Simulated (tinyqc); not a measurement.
Inside a calculation. Method: UHF in the sto-3g basis, for OH-, spin multiplicity 1. The basis has no diffuse functions, so it cannot describe the extra electron: this is an exercise in the method, not the real anion. This run ends on a higher stationary point, not on the lowest solution. One step of it, computed by the program tinyqc.

Problem. Iteration 3: DIIS coefficients. Solve [B -1; -1 0][c; lambda] = [0; -1] for the coefficients, which sum to one.

B (overlaps of the stored error matrices), lower triangle:
```
,1,2,3
1,2.7346775e-01
2,5.3057507e-02,3.8358776e-02
3,2.6933613e-02,1.0233808e-02,5.5783416e-03
```

Give: DIIS coefficients.

Solution.

DIIS coefficients: -0.0832  -0.1223  1.2055
